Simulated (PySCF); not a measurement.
Reaction (SMILES): C#N (CH-N) → [C-]#[NH+] (C-NH)
B3LYP-D3(BJ)/def2-TZVP geometries, fixed; electronic energies without zero-point terms.
Largest species:
```xyz
3

C      0.0000     0.0000    -0.4969
N      0.0000     0.0000     0.6493
H      0.0000     0.0000    -1.5636
```
Charge 0, spin multiplicity 1.

Basis-set convergence of the isomerisation energy at M06-2X with PySCF. All functions are spherical. Density fitting with generated auxiliary sets. No added dispersion term, no relativity. Functions are those of the species that has most. Reference: the value in aug-pcseg-3, 12.84 kcal/mol, itself unsure by roughly 0.03 kcal/mol (its mean distance from aug-cc-pVQZ, cc-pV5Z, def2-QZVPPD).

```json
[
 {"basis": "def2-SVP", "functions": "33", "isomerisation energy (kcal/mol)": "___"},
 {"basis": "aug-pcseg-1", "functions": "55", "isomerisation energy (kcal/mol)": "12.86"},
 {"basis": "def2-TZVPPD", "functions": "91", "isomerisation energy (kcal/mol)": "12.86"},
 {"basis": "6-311++G(3df,3pd)", "functions": "96", "isomerisation energy (kcal/mol)": "___"},
 {"basis": "aug-cc-pVTZ", "functions": "115", "isomerisation energy (kcal/mol)": "12.89"},
 {"basis": "aug-pcseg-2", "functions": "115", "isomerisation energy (kcal/mol)": "___"},
 {"basis": "pcseg-3", "functions": "153", "isomerisation energy (kcal/mol)": "12.85"},
 {"basis": "def2-QZVPPD", "functions": "159", "isomerisation energy (kcal/mol)": "12.87"},
 {"basis": "aug-cc-pVQZ", "functions": "206", "isomerisation energy (kcal/mol)": "12.89"}
]
```

Problem. Complete the blanks.

Solution. 
- def2-SVP, isomerisation energy (kcal/mol): 12.59
- 6-311++G(3df,3pd), isomerisation energy (kcal/mol): 13.05
- aug-pcseg-2, isomerisation energy (kcal/mol): 12.92
